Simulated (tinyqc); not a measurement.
Worked calculation: RKS/BLYP in the sto-3g basis, for H2O, spin multiplicity 1. One step of it, computed by the program tinyqc.

Problem. Iteration 2: DIIS coefficients. Solve [B -1; -1 0][c; lambda] = [0; -1] for the coefficients, which sum to one.

B (overlaps of the stored error matrices):
```
               1              2
1  7.6800635e+00  1.5798135e-01
2  1.5798135e-01  2.4046818e-01
```

Give: DIIS coefficients.

Solution.

DIIS coefficients: 0.0108  0.9892
